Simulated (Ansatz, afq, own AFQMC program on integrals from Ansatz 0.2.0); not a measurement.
Integrals from Ansatz 0.2.0, then the random walk in our own AFQMC program (afq).

```yaml
crystal:
  periodic: [false, false, false]
  atoms:
    - {symbol: Si, position_ang: [0.000000, -0.060035, 0.608517]}
    - {symbol: O, position_ang: [0.000000, 0.067152, -1.044036]}
    - {symbol: H, position_ang: [0.000000, 1.383737, 1.119813]}
    - {symbol: H, position_ang: [0.000000, -0.776845, -1.503308]}
basis:
  gaussian: {orbitals: cc-pVDZ}
magnetization: {spin_polarized: false}
correlation: {method: ccsd_t, electrons: outside_noble_gas, hamiltonian_folder: ham}
```

```sh
$ ansatz run in.yaml --threads 1 --pin off --events-out ev --progress --plain --max-ram 1382MiB
```

afq runs on the folder ham with

```
--method phaseless --trial cisd --walkers 60 --populations 1 --least-time 40 --time-step 0.005 --steps-per-block 50 --equilibration-blocks 28 --max-blocks 300 --target-error 0.00042 --factor-cut 1e-05 --seed 2976 --release-times 0.24,0.51,0.99,1.62,2.4 --release-step 0.03 --release-every 4 --taylor-order 6
```

Times are imaginary, in 1/Eh. The walk had a cap of 513 s.

afq prints:

```
orbitals 36  electrons 6 6  factors 272 of 400
reference energy -364.94175725 Eh
CCSD correlation -0.29810360 Eh in 11 cycles, weight of the determinant in the CISD state 0.8780
energy of the start -365.239861 Eh
 block  time / (1/Eh)  mean weight  energy / Eh
     1     0.250  0.9975  -365.235900
     2     0.500  1.0003  -365.240026
     3     0.750  1.0011  -365.239011
     4     1.000  1.0011  -365.243669
     5     1.250  1.0010  -365.241342
     8     2.000  0.9995  -365.243275
    17     4.250  1.0012  -365.270303
    41    10.250  1.0004  -365.239168
    65    16.250  0.9988  -365.240052
    89    22.250  1.0005  -365.252902
   113    28.250  1.0019  -365.241121
   137    34.250  1.0014  -365.249165
   161    40.250  0.9999  -365.242070
   185    46.250  1.0007  -365.241830
   209    52.250  1.0002  -365.243815
   233    58.250  1.0007  -365.260422
   257    64.250  1.0006  -365.241427
   281    70.250  1.0019  -365.377900
   305    76.250  0.9983  -365.237781
   321    80.250  0.9995  -365.243801
blocks merged  error / Eh  count
     1  0.000624  300
     2  0.000794  150
     4  0.000932  75
     8  0.000920  37
    16  0.001074  18
    32  0.001129  9
released: time / (1/Eh)  energy / Eh  error  mean overlap
  0.24  -365.248815  0.000677  0.9971
  0.51  -365.248561  0.000639  0.9976
  0.99  -365.249540  0.000730  0.9990
  1.62  -365.248883  0.000770  1.0054
  2.40  -365.248009  0.000651  0.9992
energy -365.249745 +/- 0.001074 Eh
(rows thinned)
```

The run passed its tests (sampling time, drift between the halves within three errors, error under three times the target), which doesn't prove that it has relaxed.

Against this walk (error 29.2 meV) on the same determinant: CCSD(T) 72.5 meV higher, CCSDT(Q) 31.6 meV higher (within the noise). The error is statistical and leaves out the bias of the constraint. Released to 2.40 1/Eh the energy moves by 47 ± 34 meV (both errors), within twice the noise.

Cautions: constraint bias not in the error; error above the target (29.2 against 11.4 meV); restricted determinant unstable towards unrestricted (UHF 29 meV lower, ⟨S²⟩ 0.22).

The walk took 2.2 min on 1 thread of AMD EPYC 9R14 (Zen 4), with other jobs on the host. The log's last line is the phaseless energy.

CCSDT and higher add their correlation energy to the determinant of the CCSD(T) run, since their own runs factorise the integrals more tightly (a shift of under 2 meV). A walk keeps the symmetry of its determinant, which the program's search chose and which needn't be the lowest solution, so a lower state of the same spin and another symmetry isn't excluded.
